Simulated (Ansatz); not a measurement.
The pair A = CH5N (SMILES CN) (first 7 atoms), B = H2O (SMILES O); geometry from S66by8 set.
(charge 0, multiplicity 1):
```xyz
10

N     -0.804    -0.692    -0.357
H     -0.900    -1.661    -0.081
H     -1.394    -0.579    -1.172
C     -1.288     0.176     0.723
H     -1.184     1.213     0.415
H     -2.326     0.002     1.014
H     -0.656     0.036     1.596
O      1.858     0.519    -0.253
H      1.041     0.022    -0.427
H      2.440     0.260    -0.969
```

Correlated levels freeze the cores. MP2 and its Hartree–Fock in aug-cc-pVQZ, aug-cc-pVTZ are density fitted.

Run with Ansatz (a quantum-chemistry and plane-wave program) with Gaussian orbitals. Each number belongs to the level named beside it.

The counterpoise-corrected interaction energy is E(AB) − E(A in the pair's basis) − E(B in the pair's basis). Total energies (hartree):

| level | AB | A in the pair's basis | B in the pair's basis |
|---|---|---|---|
| HF/aug-cc-pVTZ | -171.3228524 | -95.2555028 | -76.0599328 |
| MP2/aug-cc-pVTZ | -172.0082106 | -95.6675328 | -76.3292743 |
| HF/aug-cc-pVQZ | -171.3341006 | -95.2614313 | -76.0652341 |
| MP2/aug-cc-pVQZ | -172.0595677 | -95.6959834 | -76.3518871 |
| MP2/aug-cc-pVDZ | -171.8467698 | -95.5745379 | -76.2616029 |
| CCSD(T)/aug-cc-pVDZ | -171.8994951 | -95.6145902 | -76.2746385 |

Work out the counterpoise-corrected interaction energy at the basis-set limit: extrapolate the MP2 correlation part as X⁻³, take Hartree–Fock from the larger set, and add the CCSD(T) − MP2 difference of aug-cc-pVDZ.


1. Differences (1 hartree = 627.509 kcal/mol): HF/aug-cc-pVTZ -4.654; MP2/aug-cc-pVTZ -7.156; HF/aug-cc-pVQZ -4.666; MP2/aug-cc-pVQZ -7.340; MP2/aug-cc-pVDZ -6.670; CCSD(T)/aug-cc-pVDZ -6.442.
2. Correlation parts, MP2 less HF: -2.502 in aug-cc-pVTZ (X = 3), -2.674 in aug-cc-pVQZ (X = 4).
3. Limit (4³·(-2.674) − 3³·(-2.502))/(4³ − 3³) = -2.800; with HF/aug-cc-pVQZ it gives -7.466.
4. CCSD(T) less MP2 in aug-cc-pVDZ: 0.228.
Result: -7.24 kcal/mol, against -7.16 at MP2/aug-cc-pVTZ. It is an estimate of this method's limit, not of the exact value.
